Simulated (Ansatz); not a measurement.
Here is an Ansatz input file for C4H8S (charge +1), SMILES C[C@@H]1[S+][C@H]1C. Write the same calculation for the Python package.

```yaml
crystal:
  periodic: [false, false, false]
  atoms:
    - { symbol: C, position_ang: [1.8422, 0.4608, 0.3547] }
    - { symbol: C, position_ang: [0.6112, -0.4183, 0.1558] }
    - { symbol: S, position_ang: [0.3478, -0.8958, -1.6077] }
    - { symbol: C, position_ang: [-0.5444, 0.2463, -0.4645] }
    - { symbol: C, position_ang: [-1.9101, -0.286, -0.0409] }
    - { symbol: H, position_ang: [1.726, 1.0483, 1.2891] }
    - { symbol: H, position_ang: [1.9956, 1.1609, -0.4951] }
    - { symbol: H, position_ang: [2.7398, -0.1849, 0.4482] }
    - { symbol: H, position_ang: [0.4086, -1.2289, 0.8885] }
    - { symbol: H, position_ang: [-0.4454, 1.3237, -0.7185] }
    - { symbol: H, position_ang: [-1.9063, -1.3908, 0.0825] }
    - { symbol: H, position_ang: [-2.6609, -0.0184, -0.813] }
    - { symbol: H, position_ang: [-2.2042, 0.1831, 0.9209] }
basis:
  gaussian: { orbitals: cc-pVDZ }
hamiltonian:
  xc: lc_wpbe
magnetization:
  spin_polarized: true
  initial_magnetization: 1.0
total_charge: 1.0
```

Launched from the shell:
```console
$ ansatz run input.yaml --threads 1 --pin off --max-ram 4096MiB --backend cpu --events-out ev --progress --plain --runs-dir out
Engine: ansatz 0.2.0, aarch64-unknown-linux-gnu
Functional definition: LC-wPBE
  parameter omega = 0.4/bohr
  exchange = pbe_x_sr(omega) + exact_x_lr(omega)
  correlation = pbe_c
1435 factors; their error is unknown
455 factors; integrals over basis functions are off by at most 1.6e-5 eV
mean field evaluation 1: about -15092.8046 eV, gradient 3.6e1 eV
mean field evaluation 2: about -15094.7158 eV, gradient 3.0e1 eV
mean field evaluation 4: about -15099.3981 eV, gradient 1.6e0 eV
mean field evaluation 8: about -15099.4288 eV, gradient 1.4e-1 eV
mean field evaluation 16: about -15099.3726 eV, gradient 2.7e-3 eV
mean field -15099.37255810 eV, -554.8917067877 hartree, gradient 7.3e-5 eV, S^2 0.755463; 0 other end points of the search recorded, 0 dependent functions left out
reference -15099.37255810 eV, -554.8917067879 hartree; 24, 23 occupied and 90, 91 virtual orbitals, 1435 factors
Total energy: -15099.37255810 eV, -554.8917067879 hartree
```

The cells in order, each with its output:

```python
import warnings

import ansatz as az
```

```python
BASIS = "cc-pVDZ"
XC = "lc_wpbe"
NET_CHARGE = 1

GEOMETRY = """
C     1.84220    0.46080    0.35470
C     0.61120   -0.41830    0.15580
S     0.34780   -0.89580   -1.60770
C    -0.54440    0.24630   -0.46450
C    -1.91010   -0.28600   -0.04090
H     1.72600    1.04830    1.28910
H     1.99560    1.16090   -0.49510
H     2.73980   -0.18490    0.44820
H     0.40860   -1.22890    0.88850
H    -0.44540    1.32370   -0.71850
H    -1.90630   -1.39080    0.08250
H    -2.66090   -0.01840   -0.81300
H    -2.20420    0.18310    0.92090
"""
```

```python
warnings.simplefilter("ignore", az.DeckWarning)
```

```python
mol = az.Crystal.molecule()
for line in GEOMETRY.strip().splitlines():
    symbol, *xyz = line.split()
    mol = mol.atom(symbol, [float(v) for v in xyz])
```

```python
setup = (
    mol.calculation()
    .basis(gaussian=BASIS)
    .functional(XC)
    .charge(NET_CHARGE)
    .spin("collinear", total=1)
)
data = setup.session().plan(threads=1).execute().report
```

```python
print(f"E = {data['free_energy_ev']:.6f} eV = {data['free_energy_ev'] / 27.211386246:.7f} Ha")
print("converged:", data["converged"], " doubts:", data["published_state_doubts"] or "none")
```

    E = -15099.372558 eV = -554.8917068 Ha
    converged: True  doubts: none

What to keep in mind:
- Total energies depend on the basis set; only differences at equal settings carry meaning.
- The geometry is a force-field or estimated start, not a minimum of this method, and the basis set is short of its limit.
- The run takes the species as open-shell (spin multiplicity 2), which needn't be its ground state.
- Finished in 10 s on 1 thread of Arm Neoverse V1, with other jobs on the host, peak memory 0.32 GiB.

(Lines on the test bed's own set-up are left out of the output.)
